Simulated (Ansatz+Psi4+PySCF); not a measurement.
**doublet PH2: levels of theory in one basis**

```yaml
atoms:
  - { symbol: P, position_ang: [0.0005, -0.0100, 0.1158] }
  - { symbol: H, position_ang: [-0.0014, 1.0350, -0.8688] }
  - { symbol: H, position_ang: [-0.0060, -1.0195, -0.8706] }
```

Basis set: cc-pVTZ on H; cc-pV(T+d)Z on P (spherical functions). Left uncorrelated: 5 orbitals. Correlation on ROHF uses semicanonical orbitals with singles. Charge 0, multiplicity 2.

Computed with Ansatz (development build ahead of 0.2.0) and Psi4 1.11; each method stands on the lowest determinant of its kind that the runs found.

| method | E − E(ROHF) (eV) | <S²> of the determinant |
| --- | --- | --- |
| ROHF | 0.00 | 0.75 |
| UHF | -0.15 | 0.77 |
| ROHF-MP2 | -3.91 | – |
| UHF-MP2 | -3.88 | 0.77 |
| ROHF-CCSD | -4.61 | – |
| UHF-CCSD | -4.62 | 0.77 |

(1) What does ROHF-CCSD(T) give on the same scale?

## Answers

(1) -4.77 eV.
